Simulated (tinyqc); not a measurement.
Worked calculation: harmonic frequencies on the unrestricted B3LYP (VWN-RPA form)/sto-3g surface (energies and gradients from PySCF), for OH+, spin multiplicity 3. Computed by tinyqc, a small Python program that keeps every step (integrals from PySCF). Settings: charge = 1, multiplicity = 3, basis = sto-3g, functional = b3lyp, delta = 0.01. Command: `OMP_NUM_THREADS=1 python tinyqc.py 23281 23282 out.jsonl` (the two numbers bound the seeds that draw the settings). One thread of a shared host (Intel(R) Xeon(R) Processor @ 2.60GHz), about 7 s of CPU time with the checks.

## One row of the Hessian: 2Hz

optimised positions (bohr), order 1O, 2H:
```
[[0.000000, 0.000000, -0.075226],
 [0.000000, 0.000000, 2.040543]]
```

gradient at +delta (hartree/bohr), order 1O, 2H:
```
[[0.00000000, 0.00000000, -0.00331971],
 [0.00000000, 0.00000000, 0.00331964]]
```

gradient at -delta (hartree/bohr), order 1O, 2H:
```
[[0.00000000, 0.00000000, 0.00340240],
 [0.00000000, 0.00000000, -0.00340230]]
```

Displace 2Hz by +/-0.01 bohr; H(k, :) = (g(+) - g(-)) / (2 delta).

row of the Hessian (hartree/bohr^2): [0.00000000, 0.00000000, -0.33610553, 0.00000000, 0.00000000, 0.33609697]

## Hessian by finite differences

All rows are made in the same way, and the matrix is symmetrised.

Hessian (symmetrised) (hartree/bohr^2), order 1Ox, 1Oy, 1Oz, 2Hx, 2Hy, 2Hz:
```
[[-0.00000123, 0.00000000, 0.00000000, -0.00000226, 0.00000000, 0.00000000],
 [0.00000000, -0.00000123, 0.00000000, 0.00000000, -0.00000226, 0.00000000],
 [0.00000000, 0.00000000, 0.33610553, 0.00000000, 0.00000000, -0.33610125],
 [-0.00000226, 0.00000000, 0.00000000, 0.00000576, 0.00000000, 0.00000000],
 [0.00000000, -0.00000226, 0.00000000, 0.00000000, 0.00000576, 0.00000000],
 [0.00000000, 0.00000000, -0.33610125, 0.00000000, 0.00000000, 0.33609697]]
```

## Normal modes

masses (u): [15.994915, 1.007825]

Diagonalise H_ij / sqrt(m_i m_j); the 5 smallest eigenvalues belong to translations and rotations; wavenumber = sqrt(eigenvalue / 1822.888) x 219474.63; each mode has its largest component positive (the first on a tie); zero-point energy = sum of wavenumbers / 2, with 349.755 1/cm per kcal/mol.

eigenvalues of the mass-weighted Hessian (hartree/(bohr^2 u)): [0.000000, 0.000000, 0.000000, 0.000006, 0.000006, 0.354501]

harmonic wavenumbers of the vibrations (1/cm): [3060.6]

mass-weighted modes, order 1Ox, 1Oy, 1Oz, 2Hx, 2Hy, 2Hz:
```
[[0.000000],
 [0.000000],
 [-0.243466],
 [0.000000],
 [0.000000],
 [0.969909]]
```

zero-point energy = 4.375410 kcal/mol
